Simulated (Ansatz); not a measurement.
**Ni2Ge: computed properties**

Computed with DFT PBEsol, scalar-relativistic, plane waves, PAW in Ansatz.

Plane waves to 420 eV, a k mesh through Γ of 8×10×6 on the computed 12-atom cell and Gaussian smearing (0.10 eV); no spin polarisation.

The structure is relaxed at this level of theory with its symmetry kept. Whether it is the stable form of this composition wasn't checked.

```xyz
12
Lattice="5.0487 0.0000 0.0000 0.0000 3.7881 0.0000 0.0000 0.0000 7.1809" Properties=species:S:1:pos:R:3 pbc="T T T"
Ni    0.8711    2.8411    3.1572
Ni    4.1776    0.9470    4.0237
Ni    3.3954    2.8411    0.4333
Ni    1.6533    0.9470    6.7476
Ni    2.7494    2.8411    5.0969
Ni    2.2993    0.9470    2.0840
Ni    0.2250    2.8411    5.6745
Ni    4.8237    0.9470    1.5064
Ge    1.0557    2.8411    0.8089
Ge    3.9930    0.9470    6.3720
Ge    3.5801    2.8411    2.7815
Ge    1.4686    0.9470    4.3993
```

Q: Formation energy from the elements' standard states (uncorrected)?

A: -0.363 eV/atom.

Q: Density of states at the Fermi level?

A: 7.00 states/eV per cell.

Q: Löwdin character within 0.5 eV of the Fermi level?

A: Ni 3d 69 %, Ge 4p 21 %.

Q: Bulk modulus?

A: 190 GPa.

Q: Its pressure derivative?

A: 5.1.

A ferromagnetic start lost its moments in a first run, so spin was left out; other magnetic orders weren't tried.

Cost: 6 runs of about 20 core-minutes in all, on AMD EPYC 9R45 (Zen 5) (shared hosts).